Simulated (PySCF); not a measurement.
Estimate the missing entries of this data sheet.

Compound: CFCl3.
Bonds: F1–C2, C2–Cl3, C2–Cl4, C2–Cl5.

```tsv
property	level	value
point group of the GFN2-xTB geometry	GFN2-xTB	?
rotational constants A, B, C of the GFN2-xTB geometry	GFN2-xTB	?
dipole moment	B3LYP/3-21G	0.17 D
HOMO energy	B3LYP/3-21G	-9.01 eV
LUMO energy	B3LYP/3-21G	-1.69 eV
13C chemical shifts (computed TMS as zero) by class	GIAO B3LYP/3-21G	?
isotropic shieldings of nuclei other than C and H, by class	GIAO B3LYP/3-21G	?
```

Electronic properties: PySCF, gas phase, density fitting. The shieldings hold no spin–orbit term; for a carbon that bears several chlorines this term is known to matter.

(1) What is the point group of the GFN2-xTB geometry?

(2) What are the isotropic shieldings of nuclei other than C and H, by class?

(3) What are the rotational constants A, B, C of the GFN2-xTB geometry?

(4) What are the 13C chemical shifts (computed TMS as zero) by class?

## Answers

(1) C3v.

(2) 187 (F1), 427 (Cl3/Cl4/Cl5) ppm.

(3) 2.444, 2.444, 1.709 GHz.

(4) 137.3 (C2) ppm.

A dipole of 0.17 D is allowed in C3v, and pure rotational transitions are dipole-allowed. The rotational constants are those of an oblate symmetric top. With B = h/(8π²I), that is 505.379 GHz u Å² over I, the principal moments of inertia are 206.7, 206.8 and 295.7 u Å² (most abundant isotopes); the inertial defect Ic − Ia − Ib is -117.8 u Å² (zero for a rigid planar frame, negative otherwise). The dipole equals about 0.6 × 10⁻³⁰ C·m (1 D = 3.33564 × 10⁻³⁰ C·m).

For the NMR shielding job (B3LYP/3-21G), the run took about 1.6 s of CPU time (one thread, shared machine).
